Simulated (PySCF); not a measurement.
Energy of S (sulfur, neutral) between two integer charges

The 3p beta orbital of [Ne] 3s2 3p4 is emptied in steps (occupation f), with all orbitals relaxed, ending at [Ne] 3s2 3p3. All numbers are calculated (PySCF 2.14, no relativity, point nucleus, in def2-SVP (4s3p1d, 18 functions)). The exact energy is a straight line in f; departures are measured from the line between the end points of the same method.

| f | UHF (eV) | LDA (eV) | PBE (eV) | PBE0 (eV) | r2SCAN (eV) | LC-wPBE (eV) | BHandHLYP (eV) | wB97X (eV) | MN15 (eV) | r2SCAN0 (eV) |
| --- | --- | --- | --- | --- | --- | --- | --- | --- | --- | --- |
| 1 | 0.000 | 0.000 | 0.000 | 0.000 | 0.000 | 0.000 | 0.000 | 0.000 | 0.000 | 0.000 |
| 0.75 | 0.150 | -0.901 | -0.869 | -0.617 | -0.798 | -0.085 | -0.395 | -0.171 | -0.499 | -0.570 |
| 0.5 | 0.196 | -1.198 | -1.150 | -0.813 | -1.045 | -0.104 | -0.528 | -0.226 | -0.649 | -0.744 |
| 0.25 | 0.144 | -0.895 | -0.852 | -0.601 | -0.765 | -0.070 | -0.398 | -0.170 | -0.466 | -0.543 |
| 0 | 0.000 | 0.000 | 0.000 | 0.000 | 0.000 | 0.000 | 0.000 | 0.000 | 0.000 | 0.000 |

```json
{"method": "UHF", "E(f=0) − E(f=1) (eV)": "9.190", "−ε at f=1 (eV)": "10.007", "−ε at f=0.5 (eV)": "9.174"}
{"method": "LDA", "E(f=0) − E(f=1) (eV)": "10.437", "−ε at f=1 (eV)": "5.620", "−ε at f=0.5 (eV)": "10.454"}
{"method": "PBE", "E(f=0) − E(f=1) (eV)": "10.314", "−ε at f=1 (eV)": "5.650", "−ε at f=0.5 (eV)": "10.358"}
{"method": "PBE0", "E(f=0) − E(f=1) (eV)": "10.340", "−ε at f=1 (eV)": "7.022", "−ε at f=0.5 (eV)": "10.381"}
{"method": "r2SCAN", "E(f=0) − E(f=1) (eV)": "10.354", "−ε at f=1 (eV)": "6.033", "−ε at f=0.5 (eV)": "10.438"}
{"method": "LC-wPBE", "E(f=0) − E(f=1) (eV)": "10.457", "−ε at f=1 (eV)": "9.972", "−ε at f=0.5 (eV)": "10.497"}
{"method": "BHandHLYP", "E(f=0) − E(f=1) (eV)": "10.287", "−ε at f=1 (eV)": "8.185", "−ε at f=0.5 (eV)": "10.279"}
{"method": "wB97X", "E(f=0) − E(f=1) (eV)": "10.449", "−ε at f=1 (eV)": "9.523", "−ε at f=0.5 (eV)": "10.455"}
{"method": "MN15", "E(f=0) − E(f=1) (eV)": "10.237", "−ε at f=1 (eV)": "7.530", "−ε at f=0.5 (eV)": "10.321"}
{"method": "r2SCAN0", "E(f=0) − E(f=1) (eV)": "10.342", "−ε at f=1 (eV)": "7.253", "−ε at f=0.5 (eV)": "10.410"}
```

Orbital energy along the path (eV):

```
   f      UHF      LDA      PBE     PBE0   r2SCAN  LC-wPBE  BHandHLYP    wB97X     MN15  r2SCAN0
   1  -10.007   -5.620   -5.650   -7.022   -6.033   -9.972     -8.185   -9.523   -7.530   -7.253
0.75   -9.578   -8.042   -8.020   -8.719   -8.278  -10.254     -9.232  -10.001   -8.945   -8.865
 0.5   -9.174  -10.454  -10.358  -10.381  -10.438  -10.497    -10.279  -10.455  -10.321  -10.410
0.25   -8.795  -12.841  -12.636  -11.984  -12.485  -10.680    -11.337  -10.891  -11.588  -11.865
   0   -8.438  -15.181  -14.779  -13.477  -14.321  -10.771    -12.435  -11.362  -12.521  -13.146
```

Reference removal energy between the ground levels: 10.360 eV (measured; NIST Atomic Spectra Database, ionization energies). The calculation has no spin-orbit coupling. UHF lacks correlation.
